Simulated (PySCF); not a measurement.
# `C=C[P-]P`: 4 charge schemes on one density

C2H5P2 (charge -1).
Z-matrix (Å and degrees, GFN2-xTB geometry), rows numbered from 1:
```
C 
C   1  1.3375
P   2  1.7784  1  125.47
P   3  2.1101  2   95.96  1   179.91
H   1  1.0820  2  121.83  3  -179.94
H   1  1.0782  2  121.59  3    -0.03
H   2  1.0883  1  119.16  3  -179.99
H   4  1.3981  3  100.74  2  -134.98
H   4  1.3984  3  100.99  2   133.85
```

Density: PBE0/pcSseg-1 (PySCF); schemes: Mulliken, IAO, Hirshfeld and ESP-fitted. One conformer (not necessarily the lowest) at the GFN2-xTB geometry, without solvent, vibrations or thermal averaging. The pcSseg-1 basis has no diffuse functions, a weakness for an anion. The HOMO energy is positive at this level (+0.34 eV), so the outermost electrons may be held by the finite basis alone.

Task: Atoms with like bonding are taken together and averaged. Do the Mulliken, IAO, Hirshfeld and ESP-fitted schemes agree on where the charge is lowest?

Result: The schemes don't all agree: Mulliken C2 (-0.391); IAO C1 (-0.461); Hirshfeld P3 (-0.341); ESP-fitted C1 (-1.036).

Task: Do the Mulliken, IAO, Hirshfeld and ESP-fitted schemes agree on where the charge is highest?

Result: The schemes don't all agree: Mulliken H7 (+0.094); IAO H7 (+0.116); Hirshfeld H7 (-0.001); ESP-fitted C2 (+0.404).

Task: At which atom do the 4 schemes differ most?

Result: At C1: from -1.036 (ESP-fitted) to -0.229 e (Hirshfeld), 0.807 e apart.

Task: Give the atomic charges in each scheme.

Result: In e; atoms taken as equivalent share a row and are averaged (×n: the atom named and its like, n in all):

| atom | environment | Mulliken | IAO | Hirshfeld | ESP-fitted |
| --- | --- | --- | --- | --- | --- |
| C1 | terminal =CH2 carbon | -0.279 | -0.461 | -0.229 | -1.036 |
| C2 | alkene CH carbon | -0.391 | -0.316 | -0.150 | +0.404 |
| P3 | phosphorus bonded to C and P | -0.256 | -0.342 | -0.341 | -0.580 |
| P4 | three-coordinate phosphorus | -0.208 | -0.058 | -0.120 | -0.519 |
| H5 | vinylic hydrogen | +0.048 | +0.102 | -0.009 | +0.217 |
| H6 | vinylic hydrogen | +0.053 | +0.109 | -0.004 | +0.277 |
| H7 | vinylic hydrogen | +0.094 | +0.116 | -0.001 | +0.034 |
| H8/H9 | P–H hydrogen | -0.030 | -0.075 | -0.072 | +0.102 |

Mean size of the charges over all atoms: ESP-fitted 0.363 e, IAO 0.184 e, Mulliken 0.154 e, Hirshfeld 0.111 e. Each set sums to the total charge, -1, to within 0.001 e. The IAO scheme projects the occupied orbitals on a minimal set of polarised atomic orbitals and counts the electrons in each atom's part of it. The Hirshfeld scheme weights the molecular density at each point by an atom's share of the summed free-atom densities.

Task: How closely do the schemes follow one another over all atoms?

Result: Correlation coefficient and root-mean-square difference: Mulliken with IAO 0.89, 0.094 e; IAO with Hirshfeld 0.89, 0.117 e; Mulliken with Hirshfeld 0.79, 0.102 e; Hirshfeld with ESP-fitted 0.69, 0.390 e; IAO with ESP-fitted 0.61, 0.369 e; Mulliken with ESP-fitted 0.44, 0.412 e.

Task: Sum the charges by element.

Result: 
```tsv
element	atoms	Mulliken	IAO	Hirshfeld	ESP-fitted
C	2	-0.670	-0.776	-0.379	-0.632
P	2	-0.464	-0.400	-0.461	-1.099
H	5	+0.134	+0.177	-0.159	+0.732
```
